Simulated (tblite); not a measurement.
Compound: C₅H₁₂N (doublet state).
Z-matrix (Å and degrees, GFN2-xTB geometry), rows numbered from 1:
```
C 
C   1  1.4727
N   2  1.4742  1  110.65
C   3  1.4570  2  116.57  1   -83.02
C   4  1.5259  3  109.36  2   155.74
C   4  1.5301  3  108.80  2   -83.64
H   1  1.0736  2  120.32  3   -94.19
H   1  1.0749  2  119.46  3    65.94
H   2  1.0932  1  112.11  3  -119.59
H   2  1.0930  1  111.19  3   118.74
H   3  1.0156  2  108.93  1    42.79
H   4  1.1036  3  111.41  2    35.89
H   5  1.0888  4  110.74  3   -63.69
H   5  1.0869  4  110.31  3   176.29
H   5  1.0875  4  109.88  3    56.42
H   6  1.0871  4  110.26  3  -178.61
H   6  1.0869  4  110.84  3    61.20
H   6  1.0868  4  109.63  3   -58.41
```

Computed values, GFN2-xTB/tblite, gas phase, harmonic and unscaled. This tight-binding method is rough: wavenumbers can miss measured ones by several per cent, in bad cases by 10 to 20. One conformer, not necessarily the lowest. Open shells enter through the occupations alone, without spin polarisation, and single modes of such species can be off by tens of per cent.

Harmonic wavenumbers (cm⁻¹): 53.5, 91.0, 157.3, 183.4, 227.1, 261.3, 330.5, 378.8, 423.2, 480.1, 567.2, 753.1, 786.6, 871.7, 938.9, 960.9, 978.6, 1051.5, 1073.5, 1113.2, 1144.2, 1173.7, 1185.9, 1228.3, 1288.6, 1312.5, 1315.8, 1386.9, 1399.6, 1411.3, 1414.9, 1465.6, 1486.6, 1492.4, 1498.8, 1504.7, 2816.3, 2946.5, 2957.9, 3019.4, 3035.3, 3038.0, 3042.6, 3043.7, 3048.4, 3116.6, 3154.5, 3357.2.

A = 5896, B = 2150, C = 1824 MHz; mass 86.097 u (most abundant isotopes); point group C1, symmetry number 1; spin multiplicity 2.

Task: Zero-point energy?

Result: Half the sum of the wavenumbers: 34984 cm⁻¹ = 100.02 kcal/mol.

Task: Give the ideal-gas entropy at 400 K and 1 bar in the rigid-rotor, harmonic-oscillator model (classical rotation).

Result: Translation 40.76, rotation 27.91, vibration 31.10, spin (R ln 2) 1.38: S = 101.1 cal/(mol K).

Task: And Cp and H(400 K) − H(0)?

Result: Cp = 41.07 cal/(mol K), of which vibrations give 33.12 (their classical limit is 48 R = 95.4); H(400 K) − H(0) = 9.76 kcal/mol without the zero-point energy, 6.58 from vibrations.

Task: Which modes carry the vibrational entropy at 400 K?

Result: 53.5 cm⁻¹: 5.27; 91.0 cm⁻¹: 4.22; 157.3 cm⁻¹: 3.15; 183.4 cm⁻¹: 2.85; 227.1 cm⁻¹: 2.44; 261.3 cm⁻¹: 2.18 cal/(mol K); the other 42 give 11.00 together.

Task: What must be added to the electronic energy to get the Gibbs energy at 400 K and 1 bar?

Result: ZPE + [H(400 K) − H(0)] − T·S = 100.02 + 9.76 − 40.46 = 69.32 kcal/mol.

Hindered rotation and anharmonicity are outside this model. Other conformers, if any are populated, would add a mixing term that is left out. The structure is chiral; the term R ln 2 for an equal mix with its mirror image is left out.
